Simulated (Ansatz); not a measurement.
Rb₂NbCuSe₄ (Fddd, No. 70), treated with PBEsol in Ansatz (plane waves, PAW).

Numerical settings: plane-wave cutoff 520 eV, 8×8×8 k mesh, Fermi–Dirac smearing 0.01 eV, no spin polarisation, scalar-relativistic PAW data made under PBE.

Cell (measured lattice):

```cif
data_Cu2Nb2Rb4Se8
_chemical_formula_sum 'Nb2 Se8 Cu2 Rb4'
_space_group_name_H-M_alt 'P 1'
_space_group_IT_number 1
_cell_length_a 14.12844
_cell_length_b 12.63929
_cell_length_c 7.52085
_cell_angle_alpha 84.960
_cell_angle_beta 63.017
_cell_angle_gamma 32.023
loop_
_space_group_symop_operation_xyz
  'x, y, z'
loop_
_atom_site_label
_atom_site_type_symbol
_atom_site_fract_x
_atom_site_fract_y
_atom_site_fract_z
_atom_site_occupancy
Nb1 Nb 0.25000 0.25000 0.25000 1
Nb2 Nb 0.00000 0.00000 0.00000 1
Se1 Se 0.44890 0.16310 0.85090 1
Se2 Se 0.16310 0.44890 0.53710 1
Se3 Se 0.53710 0.85090 0.16310 1
Se4 Se 0.85090 0.53710 0.44890 1
Se5 Se 0.80110 0.08690 0.39910 1
Se6 Se 0.08690 0.80110 0.71290 1
Se7 Se 0.71290 0.39910 0.08690 1
Se8 Se 0.39910 0.71290 0.80110 1
Cu1 Cu 0.75000 0.75000 0.75000 1
Cu2 Cu 0.50000 0.50000 0.50000 1
Rb1 Rb 0.82130 0.82130 0.17870 1
Rb2 Rb 0.17870 0.17870 0.82130 1
Rb3 Rb 0.42870 0.42870 0.07130 1
Rb4 Rb 0.07130 0.07130 0.42870 1
```

Task: Estimate the band gap, smallest direct gap on the k points sampled and direct gap at Γ that the calculation returns.

Result: 
- band gap = 1.66 eV
- smallest direct gap on the k points sampled = 1.89 eV
- direct gap at Γ = 2.01 eV

Note: cell and atoms aren't relaxed at this level (pressure -0.8 GPa).

Spin–orbit coupling is not included.

Static lattice: no zero-point or thermal effects.

Ansatz is an electronic-structure program.
